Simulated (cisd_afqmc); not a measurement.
Input (AFQMC/CISD/cc-pVDZ; cisd_afqmc is a phaseless AFQMC code with CISD trial states that reads the integrals written by Ansatz):

Ansatz 0.2 input:
```python
import cisd_afqmc

open("ham.yaml", "w").write("""\
crystal:
  periodic: [false, false, false]
  atoms:
    - {symbol: C, position_ang: [-0.00903452, -0.16590223, -1.17724503]}
    - {symbol: C, position_ang: [0.00142313, 0.02613312, 0.18544107]}
    - {symbol: N, position_ang: [0.01028281, 0.18882474, 1.33990349]}
    - {symbol: H, position_ang: [0.92041918, -0.21588433, -1.72503587]}
    - {symbol: H, position_ang: [-0.94673049, -0.26727414, -1.70346476]}
basis:
  gaussian:
    orbitals: cc-pVDZ
magnetization: {spin_polarized: true, initial_magnetization: 1}
correlation: {method: ccsd, electrons: outside_noble_gas, hamiltonian_folder: ham}
""")
rep = cisd_afqmc.ansatz("ham.yaml")
e_ccsd = rep["correlation"]["coupled_cluster"]["energy"]["hartree"]
out = cisd_afqmc.run("ham", e_ccsd, trial="CISD", walkers=200, populations=8, threads=8, dt=0.005, steps=40, early=24, settle=10, least=32,
    cut=5e-5, rank_cut=2e-4, target=0.0004, seconds=1500, seed=1, memory=17280, gpu=False)
```

Output:

```
orbitals 49, occupied [8, 7], factors 287 of 488, rank of the doubles 315 of 622
E(HF) = -131.317974
E(CCSD) on the cut factors = -131.724304, shift to the whole factors -0.000010
Energy of the trial state on the determinant = -131.724303
  tau behind 7.2 of longer steps, mean of the populations' last blocks
   2.0  -131.74102
   4.0  -131.74168
   6.0  -131.74179
   8.0  -131.74086
  10.0  -131.74182
blocks 399 (0 outliers left out), error by blocks joined: 1: 0.00025, 2: 0.00030, 4: 0.00034, 8: 0.00037, 16: 0.00037
E(AFQMC/CISD) = -131.74150 +/- 0.00037
```

The determinant is spin-contaminated: <S^2> is 0.94, 0.19 over the pure value.
